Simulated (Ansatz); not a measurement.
# SiP+ (triplet): one geometry, many settings at distance Si1–P2 = 1.756 Å

Aim: run SiP+ (triplet) at one geometry under a spread of methods and options, and see what each costs and gives.

Program: Ansatz 0.2.0, Gaussian basis. Level of theory: the settings change from run to run. These are calculated values, not measurements.

20 further runs of the same task are left out: 2 for a known fault of the program, 17 that didn't finish, 1 set aside as unsound or not needed.

## 1. The geometry

The geometry derives from a PBE0/def2-TZVP stationary point (not a proven minimum). One bond is set to the value named and the two fragments are kept rigid.

2 atoms, charge 1, spin multiplicity 3.

Atoms are counted from 1 here; the program's logs count them from 0.

Bond lengths: Si1–P2 1.756 Å.

## 2. CASSCF(2,4)/cc-pVDZ

Input file in.yaml:

```yaml
crystal:
  periodic: [false, false, false]
  atoms:
    - {symbol: Si, position_ang: [0.000000, 0.000000, 0.000000]}
    - {symbol: P, position_ang: [0.000000, 0.000000, 1.756000]}
basis:
  gaussian: {orbitals: cc-pVDZ, point_charges: [{charge: 1.00, position_ang: [3.359, -0.658, 0.381]}]}
total_charge: 1
magnetization: {spin_polarized: false, initial_magnetization: 2}
correlation: {active_space: {window: {electrons: 2, orbitals: 4}}}
```

Started as:

```
> ansatz run in.yaml --threads 1 --pin off --events-out ev --progress --plain --max-ram 2393MiB
```

Output:

```text
Functional definition: HF
  name "HF"
  cite "Fock, Z. Phys. 61, 126 (1930) doi:10.1007/BF01340294"
  parent pbe
  exchange = exact_x
  correlation = 0
377 factors; integrals over basis functions are off by at most 1.2e-3 eV
mean field evaluation 1: about -17117.3980 eV, gradient 1.0e1 eV
mean field evaluation 2: about -17117.7965 eV, gradient 1.0e1 eV
mean field evaluation 4: about -17118.3330 eV, gradient 1.7e0 eV
mean field evaluation 8: about -17118.3738 eV, gradient 4.7e-1 eV
mean field evaluation 16: about -17118.3912 eV, gradient 3.6e-5 eV
mean field evaluation 32: about -17118.3909 eV, gradient 1.1e-1 eV
mean field evaluation 64: about -17117.9977 eV, gradient 6.1e-1 eV
mean field -17118.39117342 eV, -629.0892723609 hartree, gradient 1.8e-6 eV, S^2 2.000000; 9 other end points of the search recorded, 0 dependent functions left out
reference -17118.39117342 eV, -629.0892723609 hartree; 15, 13 occupied and 21, 23 virtual orbitals, 377 factors
state -17118.48025723 eV, -629.0925461304 hartree
Total energy: -17118.48025723 eV, -629.0925461304 hartree
```

It took 0.99 s on 1 thread of Arm Neoverse V2, shared host.

From the report: 16 determinants; active occupations 1.00, 1.00, 0.00, 0.00.

## 3. CCSD on ROHF/6-31G*

Input file in.yaml:

```yaml
crystal:
  periodic: [false, false, false]
  atoms:
    - {symbol: Si, position_ang: [0.000000, 0.000000, 0.000000]}
    - {symbol: P, position_ang: [0.000000, 0.000000, 1.756000]}
basis:
  gaussian: {orbitals: "6-31G*"}
total_charge: 1
magnetization: {spin_polarized: false, initial_magnetization: 2}
correlation: {method: ccsd, electrons: outside_noble_gas}
output: {forces: true}
```

Same command.

Output, cut to the lines that bear on the results:

```text
Functional definition: HF
  name "HF"
  cite "Fock, Z. Phys. 61, 126 (1930) doi:10.1007/BF01340294"
  parent pbe
[...]
332 factors; integrals over basis functions are off by at most 1.5e-3 eV
[...]
mean field -17121.03608889 eV, -629.1864712116 hartree, gradient 5.4e-6 eV, S^2 2.000000; 9 other end points of the search recorded, 0 dependent functions left out
[...]
determinant -17121.03608889 eV, -629.1864712116 hartree, with singles and doubles -17125.70894867 eV, -629.3581956413 hartree
determinant -17120.58438351 eV, -629.1698713452 hartree, with singles and doubles -17124.86718424 eV, -629.3272613690 hartree
determinant -17118.69696077 eV, -629.1005098389 hartree, with singles and doubles -17123.29138433 eV, -629.2693517902 hartree
10 core orbitals not correlated: weight in the atoms' cores, before any rotation towards them, 1.000 or more for the frozen orbitals, at most 0.000 for the correlated occupied ones
reference -17121.03608889 eV, -629.1864712116 hartree; 5, 3 occupied and 23, 25 virtual orbitals, 332 factors
second order -3.87884296 eV of doubles, -0.07333651 eV of singles
cycle   1  -4.67271882 eV  change    1.4e-4 eV  update   1.7e-3
[...]
cycle  10  -4.67331960 eV  change   -5.3e-7 eV  update   3.8e-7
[...]
Total energy: -17125.70940849 eV, -629.3582125393 hartree
Atom 0 at     0.000000     0.000000     0.000000 Å, force     0.000000    -0.000000   -13.729355 eV/Å
Atom 1 at     0.000000     0.000000     1.756000 Å, force    -0.000000    -0.000000    13.729356 eV/Å
Dipole moment:    -0.000000     0.000000    -0.297533 e Å
```

It took 2.1 s on 1 thread of Arm Neoverse V2, shared host.

From the report: correlation -4.6733 eV; T1 0.040; largest double amplitude 0.09.

## 4. CCSD on UHF/6-31G

Input file in.yaml:

```yaml
crystal:
  periodic: [false, false, false]
  atoms:
    - {symbol: Si, position_ang: [0.000000, 0.000000, 0.000000]}
    - {symbol: P, position_ang: [0.000000, 0.000000, 1.756000]}
basis:
  gaussian: {orbitals: 6-31G}
total_charge: 1
magnetization: {spin_polarized: true, initial_magnetization: 2}
correlation: {method: ccsd, electrons: all}
scf: {lower_state_search: off}
```

Launched as before.

Output, cut to the lines that bear on the results:

```text
Functional definition: HF
  name "HF"
  cite "Fock, Z. Phys. 61, 126 (1930) doi:10.1007/BF01340294"
  parent pbe
[...]
280 factors; integrals over basis functions are off by at most 8.9e-5 eV
[...]
mean field -17119.00260389 eV, -629.1117420161 hartree, gradient 4.7e-6 eV, S^2 2.017006; 0 other end points of the search recorded, 0 dependent functions left out
reference -17119.00260389 eV, -629.1117420161 hartree; 15, 13 occupied and 11, 13 virtual orbitals, 280 factors
second order -2.44233321 eV of doubles, -0.00000000 eV of singles
cycle   1  -2.64164301 eV  change   -2.0e-1 eV  update   8.3e-2
[...]
cycle  10  -2.87767703 eV  change   -2.5e-5 eV  update   3.0e-5
Total energy: -17121.88028092 eV, -629.2174946965 hartree
Checks for a lower state left out: stability, starts, cluster_reference, orbital_swaps, neighbouring_geometries, increment
```

Run time: 0.42 s. Hardware: 1 thread of Arm Neoverse V2, shared host.

From the report: ⟨S²⟩ of the determinant 2.017 (pure triplet: 2.00); correlation -2.8777 eV; T1 0.015; largest double amplitude 0.12.

## 5. CASCI(2,4)/6-31G

Input file in.yaml:

```yaml
crystal:
  periodic: [false, false, false]
  atoms:
    - {symbol: Si, position_ang: [0.000000, 0.000000, 0.000000]}
    - {symbol: P, position_ang: [0.000000, 0.000000, 1.756000]}
basis:
  gaussian: {orbitals: 6-31G}
total_charge: 1
magnetization: {spin_polarized: false, initial_magnetization: 2}
correlation: {active_space: {window: {electrons: 2, orbitals: 4}, fixed_orbitals: true}}
```

The command is unchanged.

Output:

```text
Functional definition: HF
  name "HF"
  cite "Fock, Z. Phys. 61, 126 (1930) doi:10.1007/BF01340294"
  parent pbe
  exchange = exact_x
  correlation = 0
280 factors; integrals over basis functions are off by at most 8.9e-5 eV
mean field evaluation 1: about -17118.1354 eV, gradient 1.1e1 eV
mean field evaluation 2: about -17118.1471 eV, gradient 1.1e1 eV
mean field evaluation 4: about -17118.8672 eV, gradient 1.1e0 eV
mean field evaluation 8: about -17118.9005 eV, gradient 2.0e-1 eV
mean field evaluation 16: about -17118.9065 eV, gradient 3.7e-2 eV
mean field evaluation 32: about -17118.2011 eV, gradient 4.1e-1 eV
mean field -17118.90649051 eV, -629.1082099147 hartree, gradient 9.2e-6 eV, S^2 2.000000; 9 other end points of the search recorded, 0 dependent functions left out
reference -17118.90649051 eV, -629.1082099147 hartree; 15, 13 occupied and 11, 13 virtual orbitals, 280 factors
state -17118.90649051 eV, -629.1082099147 hartree
Total energy: -17118.90649051 eV, -629.1082099147 hartree
```

It took 0.3 s on 1 thread of Arm Neoverse V2, shared host.

From the report: 4 determinants; active occupations 1.00, 1.00, 0.00, 0.00. With so small a space the active step adds no correlation: the energy is the mean field's.

## 6. CCSD on ROHF/6-31G

Changes to in.yaml since step 5:

```diff
@@ -9,2 +9,3 @@
 magnetization: {spin_polarized: false, initial_magnetization: 2}
-correlation: {active_space: {window: {electrons: 2, orbitals: 4}, fixed_orbitals: true}}
+correlation: {method: ccsd, electrons: valence}
+output: {forces: true}
```

Launched as before.

Output, cut to the lines that bear on the results:

```text
Functional definition: HF
  name "HF"
  cite "Fock, Z. Phys. 61, 126 (1930) doi:10.1007/BF01340294"
  parent pbe
[...]
280 factors; integrals over basis functions are off by at most 8.9e-5 eV
[...]
mean field -17118.90649051 eV, -629.1082099147 hartree, gradient 9.2e-6 eV, S^2 2.000000; 10 other end points of the search recorded, 0 dependent functions left out
[...]
determinant -17118.90649051 eV, -629.1082099147 hartree, with singles and doubles -17121.69517706 eV, -629.2106922553 hartree
determinant -17118.14599736 eV, -629.0802623068 hartree, with singles and doubles -17120.20544461 eV, -629.1559455974 hartree
determinant -17116.81566526 eV, -629.0313735039 hartree, with singles and doubles -17120.00016520 eV, -629.1484017181 hartree
10 core orbitals not correlated: weight in the atoms' cores, before any rotation towards them, 1.000 or more for the frozen orbitals, at most 0.000 for the correlated occupied ones
reference -17118.90649051 eV, -629.1082099147 hartree; 5, 3 occupied and 11, 13 virtual orbitals, 280 factors
second order -2.32713499 eV of doubles, -0.05293373 eV of singles
cycle   1  -2.78839835 eV  change    2.9e-4 eV  update   1.4e-3
[...]
cycle  11  -2.78851134 eV  change   -2.1e-7 eV  update   2.7e-7
[...]
Total energy: -17121.69500185 eV, -629.2106858162 hartree
Atom 0 at     0.000000     0.000000     0.000000 Å, force    -0.000000     0.000000   -17.374063 eV/Å
Atom 1 at     0.000000     0.000000     1.756000 Å, force    -0.000000     0.000000    17.374062 eV/Å
Dipole moment:     0.000000    -0.000000    -0.321096 e Å
```

It took 1.1 s on 1 thread of Arm Neoverse V2, shared host.

From the report: correlation -2.7885 eV; T1 0.036; largest double amplitude 0.12.

## 7. MRCISD+Q(4,7)/def2-SVP

Input file in.yaml:

```yaml
crystal:
  periodic: [false, false, false]
  atoms:
    - {symbol: Si, position_ang: [0.000000, 0.000000, 0.000000]}
    - {symbol: P, position_ang: [0.000000, 0.000000, 1.756000]}
basis:
  gaussian: {orbitals: def2-SVP}
total_charge: 1
magnetization: {spin_polarized: false, initial_magnetization: 2}
correlation: {method: fic_mrcisd_q, electrons: valence, active_space: {window: {electrons: 4, orbitals: 7}, states: [{multiplicity: 3, weights: [0.5, 1, 1]}, {multiplicity: 5, weights: [1]}], root: 1}}
```

Launched as before.

Output, cut to the lines that bear on the results:

```text
Functional definition: HF
  name "HF"
  cite "Fock, Z. Phys. 61, 126 (1930) doi:10.1007/BF01340294"
  parent pbe
[...]
521 factors; integrals over basis functions are off by at most 1.2e-7 eV
[...]
mean field -17116.47857595 eV, -629.0189857003 hartree, gradient 3.7e-6 eV, S^2 2.000000; 9 other end points of the search recorded, 0 dependent functions left out
reference -17116.47857595 eV, -629.0189857003 hartree; 15, 13 occupied and 21, 23 virtual orbitals, 521 factors
state -17117.14113520 eV, -629.0433343038 hartree
state -17117.08905142 eV, -629.0414202599 hartree
state -17116.77336201 eV, -629.0298188882 hartree
contracted CI cycle   1: correlation 0.00000000 eV, 0.0000000000 hartree, residual 1.33e1 eV
contracted CI cycle   2: correlation -3.62208901 eV, -0.1331093160 hartree, residual 2.75e0 eV
[...]
contracted CI cycle   3: correlation -3.56442395 eV, -0.1309901642 hartree, residual 7.71e-1 eV
contracted CI cycle   4: correlation -3.58382042 eV, -0.1317029714 hartree, residual 3.59e-1 eV
contracted CI cycle   5: correlation -3.58771804 eV, -0.1318462061 hartree, residual 1.52e-1 eV
contracted CI cycle   6: correlation -3.58833683 eV, -0.1318689464 hartree, residual 5.78e-2 eV
contracted CI cycle   7: correlation -3.58841258 eV, -0.1318717300 hartree, residual 1.86e-2 eV
contracted CI cycle   8: correlation -3.58842029 eV, -0.1318720133 hartree, residual 5.91e-3 eV
contracted CI cycle   9: correlation -3.58842104 eV, -0.1318720410 hartree, residual 1.69e-3 eV
contracted CI cycle  10: correlation -3.58842111 eV, -0.1318720433 hartree, residual 5.06e-4 eV
contracted CI cycle  11: correlation -3.58842111 eV, -0.1318720436 hartree, residual 1.74e-4 eV
state -17113.93762058 eV, -628.9256073127 hartree; corrected -17117.90319427 eV, -629.0713394578 hartree
Total energy: -17121.49885163 eV, -629.2034774286 hartree
```

Run time: 8.5 s. Hardware: 1 thread of Arm Neoverse V2, shared host.

From the report: 220 determinants; active occupations (of the averaged states) 1.26, 1.25, 1.12, 0.31, 0.04, 0.01, 0.00.

## 8. The runs in one table

Where basis and cores are those of an earlier FCI/6-31G run (-17121.8289 eV), and the state is the same kind, the miss against it is given.

```tsv
level	correlated	functions	energy (eV)	from FCI (meV)	time
CASSCF(2,4)/cc-pVDZ (beside a point charge)		36	-17118.4803		0.99 s
CCSD on ROHF/6-31G*	outside noble gas	38	-17125.7094		2.1 s
CCSD on UHF/6-31G	all	26	-17121.8803		0.42 s
CASCI(2,4)/6-31G		26	-17118.9065	2922.4	0.3 s
CCSD on ROHF/6-31G	valence	26	-17121.6950	133.9	1.1 s
MRCISD+Q(4,7)/def2-SVP (excited root 1 of an average)	valence	36	-17121.4989		8.5 s
```

## 9. Outcome

```
quantity                                                         value
    runs                                                             6
quickest                                       CASCI(2,4)/6-31G, 0.3 s
 slowest  MRCISD+Q(4,7)/def2-SVP (excited root 1 of an average), 8.5 s
```

What this shows: Total energies in different bases, with other cores or another treatment of relativity can't be set against each other. MRCISD+Q(4,7)/def2-SVP (excited root 1 of an average) took 28 times as long as CASCI(2,4)/6-31G; the jobs differ in more than the method. Hartree-Fock, CASSCF and CASCI lack dynamic correlation by design.
